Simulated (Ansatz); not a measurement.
PH4⁺, singlet: the ladder up to RCCSDT(Q)

Geometry: a PBE0/def2-TZVP stationary point for this spin, not checked as a minimum.

| atom | x (Å) | y (Å) | z (Å) |
| --- | --- | --- | --- |
| P | 0.0000 | 0.0000 | 0.0000 |
| H | 0.8072 | 0.8103 | 0.8085 |
| H | -0.8110 | -0.8062 | 0.8088 |
| H | -0.8063 | 0.8070 | -0.8126 |
| H | 0.8101 | -0.8111 | -0.8047 |

Basis cc-pVTZ; Ansatz 0.2.0. Only valence electrons are correlated (noble-gas cores frozen), which leaves 8 electrons in 85 orbitals. R marks a restricted (for open shells ROHF) determinant. Active spaces: valence = (8e, 8o) chosen from the atoms' valence shells.

Full CI isn't at hand for all of this; RCCSDT(Q) serves as the reference, and is uncertain by about the last step of the cluster series.

```
UHF ⟨S²⟩                          : 0.000
T1 diagnostic (RCCSD)             : 0.0111
largest doubles amplitude (RCCSD) : 0.037
```

```
                 level  E − E(RCCSDT(Q)) (kcal/mol)  share of correlation (%)  wall time
                   RHF                       122.57                      0.00          –
                  RMP2                        22.17                     81.91          –
                 RCCSD                         3.69                     96.99          –
              RCCSD(T)                         0.56                     99.54      4.9 s
               BCCD(T)                         0.55                     99.55      1.2 s
                RCCSDT                         0.08                     99.93          –
CASSCF (valence space)                        83.32                     32.03          –
NEVPT2 (valence space)                        24.28                     80.19      3.9 s
```

The correlation energy at RCCSDT(Q), counted from RHF, is -5.315 eV. That run took 50 s on 1 thread of Arm Neoverse V2, shared host.

Times hold each run's SCF and search for its determinant on a shared host, so for small cases they say little of a method's own cost; they ran on 1 thread of Arm Neoverse V2.

Natural occupations of CASSCF (valence space) about the gap: 1.987 1.977 1.977 1.977 0.026 0.019 0.019 0.019; effectively unpaired electrons, Σ n²(2−n)², 0.01.
